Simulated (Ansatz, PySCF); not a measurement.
A calculation on diamond returned lattice constant a 3.537 Å, bulk modulus 469 GPa, cohesive energy 8.10 eV/atom.

For reference: lattice constant a 3.553 Å (measured, static lattice: zero-point anharmonic expansion removed, our sources range from 3.543 to 3.555; as tabulated in Mejia-Rodriguez and Trickey (2018), arXiv:1807.09216); bulk modulus 455 GPa (measured, 0 K value with the zero-point phonon effect removed; as tabulated in Mejia-Rodriguez and Trickey (2018), arXiv:1807.09216); cohesive energy 7.55 eV/atom (measured, static lattice: zero-point vibration energy added; as tabulated in Mejia-Rodriguez and Trickey (2018), arXiv:1807.09216).

Task: Which level of theory produced these numbers?
A) MP2 (PySCF)
B) r²SCAN (Ansatz (a program for electronic structure))
C) LDA (Ansatz)
D) HSE06 (Ansatz)

Result: A, MP2 (PySCF)

The others give: r²SCAN 3.560 Å, 451 GPa, 7.50 eV/atom; LDA 3.532 Å, 468 GPa, 8.95 eV/atom; HSE06 3.546 Å, 470 GPa, 7.64 eV/atom.

Unless a cell is named, each level is at its own relaxed cell (HSE06 5.57, LDA 5.51, MP2 5.53, r²SCAN 5.64 Å³/atom).

Ansatz's density-functional and Hartree–Fock values are scalar-relativistic unless marked +SOC, with PAW data made under PBE.
